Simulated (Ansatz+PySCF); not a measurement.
Two shapes of singlet HF2(-).

Shape 1:

```xyz
3

F     0.0000    0.0000   -1.1439
H     0.0000    0.0000    0.0000
F     0.0000    0.0000    1.1439
```

Shape 2:

```xyz
3

F     0.0000    0.0000   -1.2354
H     0.0000    0.0000    0.0000
F     0.0000    0.0000    1.2354
```

Basis set: def2-SVP (spherical functions). Frozen core: 2 orbitals. Charge -1, multiplicity 1.

Computed with Ansatz (development build ahead of 0.2.0); each method stands on the lowest determinant of its kind that the runs found.

(1) Which shape is lower in energy, and by how much in each method?

Answers

(1)

| method | E(2) − E(1) (eV) |
| --- | --- |
| RHF | 0.307 |
| UHF-MP2 | 0.220 |
| UHF-CCSD | 0.237 |
| RHF-CCSD(T) | 0.230 |
| UHF-CCSD(T) | 0.230 |

Shape 1 is lower. Caution: no diffuse functions for an anion. Caution for UHF-MP2, UHF-CCSD, RHF-CCSD(T), UHF-CCSD(T): bonds are stretched, where a single reference can fail.
